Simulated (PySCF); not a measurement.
# F2O: the cost of one run

The runs use PySCF 2.14.0, with density-fitted response routines of our own; the level of theory stands in each step. All values are computed, except where a source is named. Atoms count from 0, in the outputs and in this text.

**1. Starting geometry**

3 atoms, charge 0, multiplicity 1; geometry from: GFN2-xTB. The atoms were then displaced at random by about 0.01 Å, so the start is not that level's minimum.

Bonds of the start (Å): F0–O1 1.36, O1–F2 1.35.

**2. Optimising the geometry at PBE0-D3(BJ)/def2-TZVP**

The job: settings as JSON, then the geometry in Å.

```
{"job": {"xc": "PBE0", "basis": "def2-TZVP", "d3": "d3bj", "grid": 2, "shake": 0.01, "kind": "geom"}, "charge": 0, "multiplicity": 1}
F     -1.065650    -0.304490     0.001730
O     -0.003750     0.542760    -0.013700
F      1.075410    -0.273210    -0.007200
```

The run is started by

```bash
$ OMP_NUM_THREADS=1 python probes_run.py task.json out
```

This one command runs all jobs of the session in turn.

Q: Estimate the wall time and peak memory of this first job on 1 thread of Arm Neoverse N1, shared host.

About 10 s, with a peak of 0.35 GiB.
